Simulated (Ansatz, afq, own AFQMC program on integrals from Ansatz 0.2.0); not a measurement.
# AlH3 + N, quartet in cc-pVTZ along one coordinate

| atom | x (Å) | y (Å) | z (Å) |
| --- | --- | --- | --- |
| Al | -0.9646 | 0.0000 | 0.0000 |
| H | -1.7575 | 1.3734 | 0.0000 |
| H | -1.7575 | -1.3734 | 0.0000 |
| H | 0.6212 | 0.0000 | 0.0000 |
| N | 2.0664 | 0.0000 | 0.0000 |

A hydrogen atom is moved from one rigid fragment to the other; the Al1–H4 distance tells how far. The two fragments are held close together, so this isn't a minimum-energy path and the start is a compressed complex. Energies in kJ/mol count from this geometry (1.586 Å) at the same level; the start stands on UHF, each point on the determinant named.

Basis cc-pVTZ. Only valence electrons are correlated. Integrals, coupled cluster, full CI and functionals: Ansatz 0.2.0; the random walks run on the same integrals in our own AFQMC program. The CISD trial takes its coefficients from CCSD amplitudes. Released means that phaseless walkers are propagated on without the constraint, phases kept. Uncertainties: one standard error, sampling alone.

Cautions, each for one point or more: lower spins were not checked.

```
r(Al1–H4) / Å  det.     T1  weight  ⟨S²⟩    PBE    MP2  CCSD(T)
        1.702   UHF  0.019    0.88  3.79  -10.9    5.7      2.7
        1.759   UHF  0.019    0.88  3.80  -16.1    5.1      1.9
        1.817   UHF  0.018    0.89  3.80  -21.4    0.9     -1.1
        1.875   UHF  0.017    0.89  3.79  -25.9   -5.6     -5.6
        1.991   UHF  0.015    0.89  3.78  -23.9  -12.9     -8.3
```

Estimate the curve of CCSDT(Q), counted from the same start.


```json
{"r(Al1–H4) / Å": "1.702", "det.": "UHF", "T1": "0.019", "weight": "0.88", "⟨S²⟩": "3.79", "CCSDT(Q)": "2.4", "ph-AFQMC/CISD": "2.9 ± 0.6", "released AFQMC": "2.0 ± 1.0"}
{"r(Al1–H4) / Å": "1.759", "det.": "UHF", "T1": "0.019", "weight": "0.88", "⟨S²⟩": "3.80", "CCSDT(Q)": "1.5", "ph-AFQMC/CISD": "1.5 ± 0.5", "released AFQMC": "–"}
{"r(Al1–H4) / Å": "1.817", "det.": "UHF", "T1": "0.018", "weight": "0.89", "⟨S²⟩": "3.80", "CCSDT(Q)": "-1.5", "ph-AFQMC/CISD": "-2.3 ± 0.5", "released AFQMC": "-1.8 ± 1.1"}
{"r(Al1–H4) / Å": "1.875", "det.": "UHF", "T1": "0.017", "weight": "0.89", "⟨S²⟩": "3.79", "CCSDT(Q)": "-5.8", "ph-AFQMC/CISD": "-4.8 ± 0.6", "released AFQMC": "-7.5 ± 1.3"}
{"r(Al1–H4) / Å": "1.991", "det.": "UHF", "T1": "0.015", "weight": "0.89", "⟨S²⟩": "3.78", "CCSDT(Q)": "-8.3", "ph-AFQMC/CISD": "-7.0 ± 0.6", "released AFQMC": "-8.8 ± 1.0*"}
```

Weight is that of the determinant in the CISD state; at the start T1 is 0.017 and the weight 0.89, and ⟨S²⟩ is 3.78. An asterisk marks released energies that aren't shown to be converged. A dash marks a missing value, a released energy that hasn't settled or a functional that sits on another state. Largest departures from CCSDT(Q), at the points where its series has closed: CCSD(T) 0.4 kJ/mol at 1.759 (on UHF), ph-AFQMC/CISD 1.2 kJ/mol at 1.991 (on UHF), released AFQMC -1.7 kJ/mol at 1.875 (on UHF) (within the noise), PBE -20.1 kJ/mol at 1.875, MP2 -4.6 kJ/mol at 1.991 (on UHF). Functionals count only at points shown to share the start's state and spin.

A walk keeps the symmetry of its determinant, which the program's search chose and which needn't be the lowest solution, so a lower state of the same spin and another symmetry isn't excluded.
